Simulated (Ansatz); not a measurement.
**What a proton shuttle does**

SiH₄ + NH₃ → SiNH₅ ([NH2][SiH3]) + H₂ (links in brackets), a four-centre ligand exchange, has a barrier of 47.03 kcal/mol above its start structure and a step energy of -3.43 kcal/mol. One NH₃ is now added to the ring of the saddle, taking the hydrogen and handing on one of its own. Gas-phase electronic energies, without zero-point energy, by CCSD(T) at an estimated basis limit (MP2 extrapolated from triple and quadruple zeta, plus CCSD(T) − MP2 in triple zeta); Ansatz 0.2.0, def2-TZVPP and QZVPP, frozen cores, on PBE0-D4/def2-TZVP structures. Extrapolation: Hartree–Fock as exp(−7.88 √X), correlation as X^−2.97. Each barrier counts from its own start structure, which holds all the molecules, is reached by relaxing down from the saddle and may not be the deepest complex; no counterpoise correction.

(1) What are the barrier and the step energy with the shuttle? (To be estimated.)

T1 diagnostic: at most 0.012.

For scale, one of the runs: CCSD(T)/def2-TZVPP, 244 basis functions, launched by `ansatz run in.yaml --threads 4 --pin off --events-out ev --progress --plain --max-ram 9574MiB`. The run took 100 s on 4 CPU threads of an Arm Neoverse V1 (shared host), with 4.8 GiB of host memory at its peak.

Results:

(1) The calculation gives: Barrier 40.71 kcal/mol, 6.32 kcal/mol lower than without; step energy -3.98 kcal/mol, both from the start structure. Counted from all the molecules apart, the saddle lies at 34.86 kcal/mol with the shuttle and at 45.06 kcal/mol without; the start well goes from -1.98 to -5.86 kcal/mol. At the saddle the angle at each passing proton is N–H···H 136° without the shuttle, against N–H···N 148° and N–H···H 150° with it. Bringing in the extra molecule costs entropy, which these electronic energies leave out.
